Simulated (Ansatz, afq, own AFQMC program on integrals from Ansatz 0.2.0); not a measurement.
**AlH3 + N, quartet: a scan with AFQMC**

```xyz
5

Al   -1.0569    0.0000    0.0000
H    -1.8498    1.3734    0.0000
H    -1.8498   -1.3734    0.0000
H     0.5290    0.0000    0.0000
N     2.2641    0.0000    0.0000
```

A hydrogen atom is moved from one rigid fragment to the other; the Al1–H4 distance tells how far. The two fragments are held close together, so this isn't a minimum-energy path and the start is a compressed complex. Energies in eV count from this geometry (1.586 Å) at the same level; the start stands on UHF, each point on the determinant named.

Basis cc-pVTZ. Noble-gas cores (and the filled d shells of Ga–Kr and In–Xe) are frozen. AFQMC by an in-house program on the Cholesky factors that Ansatz 0.2.0 writes for its CCSD(T) run. ph-AFQMC/CISD is guided by a CISD state made of CCSD amplitudes; releasing the constraint for a short imaginary time cuts its bias at the price of noise, slowly where states lie close. Error bars are statistical, one sigma.

Cautions, each for one point or more: lower spins were not checked; unrestricted determinant slightly spin contaminated.

```csv
r(Al1–H4) / Å,det.,T1,weight,⟨S²⟩,CCSD(T),ph-AFQMC/CISD,released AFQMC,CCSDT(Q),B2PLYP,PBE0
1.784,UHF,0.018,0.89,3.79,0.273,0.257 ± 0.007,0.254 ± 0.009,0.265,0.212,0.116
1.884,UHF,0.021,0.88,3.81,0.396,0.389 ± 0.006,0.384 ± 0.008,0.384,0.297,0.155
1.983,UHF,0.021,0.88,3.83,0.408,0.401 ± 0.007,–,0.395,0.277,0.108
2.082,UHF,0.019,0.88,3.81,0.297,0.298 ± 0.006,–,0.287,0.148,-0.026
2.281,UHF,0.014,0.89,3.77,0.067,0.066 ± 0.007,0.065 ± 0.010,0.063,-0.089,-0.236
```

Weight is that of the determinant in the CISD state; at the start T1 is 0.012 and the weight 0.90, and ⟨S²⟩ is 3.76. A dash marks a missing value, a released energy that hasn't settled or a functional that sits on another state. Largest departures from CCSDT(Q), at the points where its series has closed: CCSD(T) 0.013 eV at 1.983 (on UHF), ph-AFQMC/CISD 0.011 eV at 2.082 (on UHF) (within the noise), released AFQMC -0.011 eV at 1.784 (on UHF) (within the noise), B2PLYP -0.152 eV at 2.281, PBE0 -0.313 eV at 2.082. Functionals count only at points shown to share the start's state and spin.

Some points may be missing: those where a free walk finds a much lower state, and past Zn most of those on another determinant than at the start.

A walk keeps the symmetry of its determinant, which the program's search chose and which needn't be the lowest solution, so a lower state of the same spin and another symmetry isn't excluded. Released energies are given only where the last usable release times agree within the noise; a slower fall can still hide under it.
